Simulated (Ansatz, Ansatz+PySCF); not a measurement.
```xyz
3

S     0.0283    0.0138   -0.4102
O    -0.0170    1.2947    0.3556
O    -0.0058   -1.2997    0.3777
```

RHF-MP2 on singlet SO₂ was run in several spherical basis sets with Ansatz (development build ahead of 0.2.0). Frozen core: 7 orbitals. Caution for RHF-MP2: an unrestricted determinant lies well below; in another basis set an unrestricted determinant lies well below.

Problem. Rank the basis sets by the total energy that they give, lowest first, with the distance from the lowest.
A. 6-31G
B. STO-3G
C. aug-cc-pVDZ
D. def2-TZVP
E. def2-SVP
F. 6-31G(d)

Solution. D (0.00 eV), C (4.86 eV), F (7.49 eV), E (13.67 eV), A (17.07 eV), B (193.13 eV).

Totals follow the description of the cores as much as that of the bonds, so this order isn't one of quality for chemistry.
